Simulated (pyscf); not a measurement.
# Hydrogen abstraction: `[SiH3][SiH2][PH]` [doublet] + `[H][H]` -> `[SiH3][SiH2][PH2]` + `[H]` [doublet]

Gas phase, doublet surface, charge 0. Bonds broken: H2–H6. Bonds formed: P1–H2. PySCF, gas phase, ωB97X-D3(BJ)/def2-SVP geometries.

Transition state (Å):

```xyz
11

P     -0.2182     1.5397     1.9883
H      1.0127     0.8481     1.5825
H     -0.2697     2.3142     0.7920
Si    -1.5656    -0.0803     1.1669
Si    -0.8712    -0.7614    -0.9534
H      2.0656     0.1912     0.9480
H     -2.9516     0.4727     1.1130
H     -1.5487    -1.2239     2.1261
H     -0.7837     0.4385    -1.8382
H      0.4810    -1.3857    -0.8562
H     -1.8186    -1.7437    -1.5589
```

One imaginary mode, 726i cm⁻¹; descent along it reached the two sides named.

```csv
bond,change,reactant side (Å),saddle,product side
H2–H6,breaks,0.761,1.394,3.1
P1–H2,forms,3.0,1.469,1.425
```

Electronic energies relative to the separated reactants (kcal/mol):

```json
[
 {"level": "ωB97X-D3(BJ)/def2-TZVP", "barrier": "24.4", "reaction energy": "+21.6", "reverse barrier": "2.8"},
 {"level": "PBE/def2-TZVP", "barrier": "21.8", "reaction energy": "+22.3", "reverse barrier": "-0.6"},
 {"level": "r²SCAN/def2-TZVP", "barrier": "22.5", "reaction energy": "+24.9", "reverse barrier": "-2.3"},
 {"level": "B3LYP-D3(BJ)/def2-TZVP", "barrier": "23.9", "reaction energy": "+25.4", "reverse barrier": "-1.5"},
 {"level": "PBE0-D3(BJ)/def2-TZVP", "barrier": "21.8", "reaction energy": "+21.4", "reverse barrier": "0.3"},
 {"level": "M06-2X/def2-TZVP", "barrier": "26.6", "reaction energy": "+23.6", "reverse barrier": "3.0"},
 {"level": "ωB97M-D3(BJ)/def2-TZVP", "barrier": "24.6", "reaction energy": "+21.8", "reverse barrier": "2.8"},
 {"level": "HF/def2-TZVP", "barrier": "29.1", "reaction energy": "+20.5", "reverse barrier": "8.6"}
]
```

With ωB97M-D3(BJ)/def2-TZVP energies and thermal terms (ideal gas, 1 atm, RRHO with modes under 100 cm⁻¹ raised to 100, one conformer, R ln 2 for chiral ones without a mode under 150 cm⁻¹), in kcal/mol:

```
T (K)   ΔH‡   ΔG‡     ΔH     ΔG
-----  ----  ----  -----  -----
298    22.8  30.6  +21.2  +22.4
600    22.5  38.7  +21.2  +23.7
900    22.8  46.7  +21.6  +24.9
1200   23.2  54.6  +22.3  +25.9
```

At PBE, r²SCAN, B3LYP-D3(BJ) this geometry lies under the product side: in single points on another level's saddle the reverse barrier vanishes, and the forward threshold there is about the reaction energy. H₃Si–SiH₂–PH• lies 6.4 kcal/mol over its isomer H₃Si–P•–SiH₃ (electronic energy, ωB97M-D3(BJ)). H₃Si–SiH₂–PH₂ lies 5.7 kcal/mol over its isomer H₃Si–PH–SiH₃ (electronic energy, ωB97M-D3(BJ)). One saddle was located; it need not be the lowest between these sides. The angle at the transferred H is 169°.
